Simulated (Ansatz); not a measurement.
# CH4NS: the cost of one run

Method: PBE0-D4, def2-SVP first, then def2-TZVP; program: Ansatz 0.2.0, Gaussian basis.

114 further runs of the same task are left out: 114 set aside as unsound or not needed.

### 1 The starting structure

The guess: 7 atoms, charge 0, spin multiplicity 2.

Atoms are counted from 1 here; the program's logs count them from 0.

Bond lengths: C1–N2 1.267 Å, C1–H4 1.082 Å, C1–H5 1.102 Å, N2–H6 1.013 Å, S3–H7 1.329 Å. Angles: N2–C1–H4 117.2°, N2–C1–H5 123.1°, H4–C1–H5 115.4°, C1–N2–H6 119.0°.

Coordinates:

```tsv
atom	x (Å)	y (Å)	z (Å)
C1	0.2444	-0.4893	0.0853
N2	0.1451	-0.8009	1.3090
S3	-0.9214	1.3834	-0.5861
H4	-0.1877	-1.1719	-0.6348
H5	1.0365	0.1704	-0.3050
H6	0.5172	-0.1695	2.0078
H7	-0.8341	1.0777	-1.8762
```

Distances that are to change: C1–S3 2.31 Å.

### 2 Constrained relaxation of the guess

hold/in.yaml

```yaml
crystal:
  periodic: [false, false, false]
  atoms:
    - {symbol: C, position_ang: [0.244400, -0.489300, 0.085300]}
    - {symbol: N, position_ang: [0.145100, -0.800900, 1.309000]}
    - {symbol: S, position_ang: [-0.921400, 1.383400, -0.586100]}
    - {symbol: H, position_ang: [-0.187700, -1.171900, -0.634800]}
    - {symbol: H, position_ang: [1.036500, 0.170400, -0.305000]}
    - {symbol: H, position_ang: [0.517200, -0.169500, 2.007800]}
    - {symbol: H, position_ang: [-0.834100, 1.077700, -1.876200]}
basis:
  gaussian: {orbitals: def2-SVP}
magnetization: {spin_polarized: true, initial_magnetization: 1}
hamiltonian: {xc: pbe0, dispersion: d4}
relax: {f_tol: 0.04, max_steps: 150, escape_saddle: false, constraints: [{distance: [0, 2]}]}
```

Run with:

```sh
$ ansatz run in.yaml --threads 2 --pin off --events-out ev --progress --plain --max-ram 4352MiB
```

**Question.** How long does this run take on 2 threads of Arm Neoverse V2, shared host?

About 37 s.
